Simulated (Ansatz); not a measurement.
Mulliken charges of ClNa, SMILES `[Na][Cl]` from B3LYP/def2-TZVPP in Ansatz (PBE0-D4/def2-TZVP geometry).

```json
{"atom": "Na1", "x (Å)": "-0.990", "y (Å)": "0.304", "z (Å)": "-0.517", "charge (e)": "0.649"}
{"atom": "Cl2", "x (Å)": "1.019", "y (Å)": "-0.364", "z (Å)": "0.521", "charge (e)": "-0.649"}
```

By hand: the dipole of these point charges (1 e Å = 4.8032 D).

Σ q r = (-1.304, 0.434, -0.674) e Å, of length 1.531 e Å = 7.35 D.

How does the dipole of the full density compare? (Estimate.)

The calculation gave: (-1.519, 0.505, -0.785) e Å, 8.56 D; the point charges give 0.86 times that, at 0° from its direction.

Point charges leave out the atoms' own dipoles, such as those of lone pairs, and Mulliken's split depends on the basis, so the close match here is no proof of good charges.

B3LYP here is the variant with VWN-RPA as its local correlation; programs differ in this.
